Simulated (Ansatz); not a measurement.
Crystal: Hf₂O, antifluorite type, 3 atoms in the cell.

The calculation used PBE, plane waves, PAW datasets (generated soft set 1) (Ansatz).

Cutoff 420 eV; k-mesh 32×32×32 Γ-centred; Fermi–Dirac smearing of 0.0612 eV; no spin polarisation; no spin–orbit coupling.

```json
{"V (Å³/atom)": "15.242", "a (Å)": "5.6764", "E − E(min) (meV/atom)": "23.47", "P (GPa)": "8.20"}
{"V (Å³/atom)": "15.566", "a (Å)": "5.7164", "E − E(min) (meV/atom)": "10.01", "P (GPa)": "5.16"}
{"V (Å³/atom)": "15.891", "a (Å)": "5.7558", "E − E(min) (meV/atom)": "2.39", "P (GPa)": "2.43"}
{"V (Å³/atom)": "16.215", "a (Å)": "5.7947", "E − E(min) (meV/atom)": "0.00", "P (GPa)": "-0.02"}
{"V (Å³/atom)": "16.539", "a (Å)": "5.8331", "E − E(min) (meV/atom)": "2.30", "P (GPa)": "-2.21"}
```

Fit a third-order Birch–Murnaghan equation of state to the energies.

V₀ = 16.212 Å³/atom (a₀ = 5.794 Å), B₀ = 116 GPa, B₀′ = 4.45.

The published all-electron PBE values for this crystal (mean of FLEUR and WIEN2k, k-spacing 0.06 Å⁻¹; Bosoni et al., Nat. Rev. Phys. 6, 45 (2024)) are V₀ = 16.215 Å³/atom, B₀ = 115.9 GPa, B₀′ = 4.43.

The stress includes the program's correction for the finite plane-wave basis.

This cubic structure is a model: it isn't the usual form of the substance at ambient conditions, and such phases are metastable or hypothetical.
